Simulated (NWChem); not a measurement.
System meant: S cation, quartet

The following NWChem deck was run.

```
start job
memory heap 200 mb stack 700 mb global 900 mb
charge 1
geometry units angstroms noautoz
  S      0.000000     0.000000     0.000000
end
basis spherical
  * library def2-svp
end
dft
  odft
  mult 4
  xc xpbe96 cpbe96
  iterations 4
  mulliken
end
task dft energy
```

End of the output:

```
    Atom       Charge   Shell Charges
 -----------   ------   -------------------------------------------------------
    1 S   16     3.00   0.00  0.00  0.03 -0.03  0.03  1.45  1.52  0.00

     -------------------------------------------
      Total Density - Lowdin Population Analysis
     -------------------------------------------

    Atom       Charge   Shell Charges
 -----------   ------   -------------------------------------------------------
    1 S   16    15.00   2.00  1.97  1.23  0.80  5.78  1.66  1.56  0.00

     ------------------------------------------
      Spin Density - Lowdin Population Analysis
     ------------------------------------------

    Atom       Charge   Shell Charges
 -----------   ------   -------------------------------------------------------
    1 S   16     3.00   0.00  0.00  0.01 -0.01  0.09  1.35  1.56  0.00

   alpha - beta orbital overlaps
   -----------------------------

   alpha      1      2      3      4      5      6      7      8      9     10
    beta      1      2      4      3      5      6      9      7      8     10
 overlap   1.000  1.000  0.713  0.756  0.922  1.000  0.977  0.860  0.839  1.000

   alpha     11     12     13     14     15     16     17     18
    beta     11     12     14     15     13     16     17     18
 overlap   0.700  0.660  0.714  0.822  0.931  0.930  0.765  0.786

     --------------------------
     Expectation value of S2:
     --------------------------
      <S2> =      3.7502 (Exact =     3.7500)

 ------------------------------------------------------------------------
 dft energy failed                                                                                  0
 ------------------------------------------------------------------------
 ------------------------------------------------------------------------
  current input line :
    17: task dft energy
 ------------------------------------------------------------------------
 ------------------------------------------------------------------------
 This type of error is most commonly associated with calculations not reaching convergence criteria
 ------------------------------------------------------------------------
 For more information see the NWChem manual at https://nwchemgit.github.io

0:dft energy failed:Received an Error in Communication
```

Question: What is wrong, and how is it mended?

Answer: Convergence was not reached. Cause: the SCF was allowed too few iterations. This input runs:
```
start job
memory heap 200 mb stack 700 mb global 900 mb
charge 1
geometry units angstroms noautoz
  S      0.000000     0.000000     0.000000
end
basis spherical
  * library def2-svp
end
dft
  odft
  mult 4
  xc xpbe96 cpbe96
  iterations 150
  mulliken
end
task dft energy
```
It converges to -397.42158 Ha (PBE/def2-SVP, spin-unrestricted).
